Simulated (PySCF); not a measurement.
Gas-phase reaction: 2 SiO(OH)2 + 2 H = Si2H6 + 3 O2

Method: PySCF energies plus ideal-gas RRHO corrections (1 bar). † marks an energy on the PBE0/def2-TZVP geometry and frequencies. CCSD(T) freezes the core. Open shells (unrestricted): H (multiplicity 2), O2 (multiplicity 3); the rest are closed-shell singlets. SiO(OH)2: computed as isolated molecules; such fragments, hydroxides, amides, oligomers or adducts are transient or little studied in the gas. CCSD(T) isn't extrapolated to the basis-set limit; its ΔH°(298 K) is 976.5 kJ in def2-SVP and 1201.4 kJ in def2-TZVPP. The harmonic model lacks anharmonicity and excited electronic states, which grow with temperature; levels with a mode under 35 cm⁻¹ are left out. Internal rotation in SiO(OH)2, Si2H6 is treated as a harmonic vibration of one conformer, which makes the entropy rough.

ΔH° and ΔS° at 298 K: CCSD(T)/def2-SVP† 977 kJ, 76 J/K; CCSD(T)/def2-TZVPP† 1201 kJ, 76 J/K; M06-2X/def2-TZVP† 1241 kJ, 76 J/K; PBE0/def2-SVP† 936 kJ, 76 J/K; LDA/def2-TZVP† 1201 kJ, 76 J/K; ωB97M-V/def2-TZVP† 1188 kJ, 76 J/K.

Task: With the heat capacities included, give log10 K (1 bar) at 500, 600, 1600, 2000, 2500 K from CCSD(T)/def2-SVP†, CCSD(T)/def2-TZVPP†, M06-2X/def2-TZVP†, PBE0/def2-SVP†, LDA/def2-TZVP†, ωB97M-V/def2-TZVP†.

Result: 
```json
[
 {"T (K)": "500", "CCSD(T)/def2-SVP†": "-98.2", "CCSD(T)/def2-TZVPP†": "-121.7", "M06-2X/def2-TZVP†": "-125.8", "PBE0/def2-SVP†": "-93.9", "LDA/def2-TZVP†": "-121.7", "ωB97M-V/def2-TZVP†": "-120.3"},
 {"T (K)": "600", "CCSD(T)/def2-SVP†": "-81.3", "CCSD(T)/def2-TZVPP†": "-100.9", "M06-2X/def2-TZVP†": "-104.3", "PBE0/def2-SVP†": "-77.7", "LDA/def2-TZVP†": "-100.9", "ωB97M-V/def2-TZVP†": "-99.7"},
 {"T (K)": "1600", "CCSD(T)/def2-SVP†": "-28.9", "CCSD(T)/def2-TZVPP†": "-36.3", "M06-2X/def2-TZVP†": "-37.6", "PBE0/def2-SVP†": "-27.6", "LDA/def2-TZVP†": "-36.3", "ωB97M-V/def2-TZVP†": "-35.8"},
 {"T (K)": "2000", "CCSD(T)/def2-SVP†": "-22.7", "CCSD(T)/def2-TZVPP†": "-28.6", "M06-2X/def2-TZVP†": "-29.6", "PBE0/def2-SVP†": "-21.6", "LDA/def2-TZVP†": "-28.6", "ωB97M-V/def2-TZVP†": "-28.2"},
 {"T (K)": "2500", "CCSD(T)/def2-SVP†": "-17.8", "CCSD(T)/def2-TZVPP†": "-22.4", "M06-2X/def2-TZVP†": "-23.3", "PBE0/def2-SVP†": "-16.9", "LDA/def2-TZVP†": "-22.5", "ωB97M-V/def2-TZVP†": "-22.2"}
]
```
